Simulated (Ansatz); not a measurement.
## Other spins and charges of BS⁻, singlet at one geometry

Geometry (PBE0/def2-TZVPD stationary point for this spin):

| atom | x (Å) | y (Å) | z (Å) |
| --- | --- | --- | --- |
| B | 0.0000 | 0.0000 | 0.0000 |
| S | 0.0000 | 0.0000 | 1.6853 |

Basis aug-cc-pVTZ; Ansatz 0.2.0. Correlated methods freeze the noble-gas cores. Prefix R: restricted or restricted open-shell reference; prefix U: unrestricted. Active spaces: valence = (10e, 8o) chosen from the atoms' valence shells.

Gaps are energies of the second state less the first, at fixed atoms, for a selection of the levels run; each method lands on the state that its own search finds for that charge and spin.

Unrestricted rows (U, and Kohn–Sham where it breaks symmetry) aren't spin-pure: their determinants' ⟨S²⟩ exceeds S(S+1) by up to 0.13, so they mix in states of higher spin. A value is left out where its run failed or describes another state than the reference as far as symmetry and spin tell, or, spin-broken singlets apart, can't be checked.

**Question.** PBE gives 2.259 eV for removing an electron, to the doublet. Estimate what UCCSDT(Q) gives in aug-cc-pVTZ.

**Answer.** UCCSDT(Q) in aug-cc-pVTZ gives 2.329 eV, so against it PBE is off by -0.070 eV, of which a good part can be the reference's own basis and frozen-core error.

```json
{"level": "UMP2", "gap (eV)": "2.329", "error (meV)": "0", "⟨S²⟩ where 0.1 over S(S+1) (first / second)": "– / 0.88"}
{"level": "RCCSD", "gap (eV)": "2.335", "error (meV)": "6", "⟨S²⟩ where 0.1 over S(S+1) (first / second)": "– / –"}
{"level": "RCCSDT(Q)", "gap (eV)": "2.339", "error (meV)": "10", "⟨S²⟩ where 0.1 over S(S+1) (first / second)": "– / –"}
{"level": "NEVPT2 (valence space)", "gap (eV)": "1.938", "error (meV)": "-391", "⟨S²⟩ where 0.1 over S(S+1) (first / second)": "– / –"}
{"level": "MRCISD (valence space)", "gap (eV)": "2.036", "error (meV)": "-293", "⟨S²⟩ where 0.1 over S(S+1) (first / second)": "– / –"}
{"level": "MRCISD+Q (valence space)", "gap (eV)": "2.255", "error (meV)": "-74", "⟨S²⟩ where 0.1 over S(S+1) (first / second)": "– / –"}
{"level": "PBE0", "gap (eV)": "2.287", "error (meV)": "-42", "⟨S²⟩ where 0.1 over S(S+1) (first / second)": "– / –"}
{"level": "B2PLYP", "gap (eV)": "2.316", "error (meV)": "-13", "⟨S²⟩ where 0.1 over S(S+1) (first / second)": "– / –"}
{"level": "RPA-PBE", "gap (eV)": "2.611", "error (meV)": "282", "⟨S²⟩ where 0.1 over S(S+1) (first / second)": "– / –"}
```

Full CI isn't at hand for all of this; UCCSDT(Q) serves as the reference, and is uncertain by the last step of the cluster series or more. The frozen core follows each run's orbitals, which can shift R against U totals by a few meV.
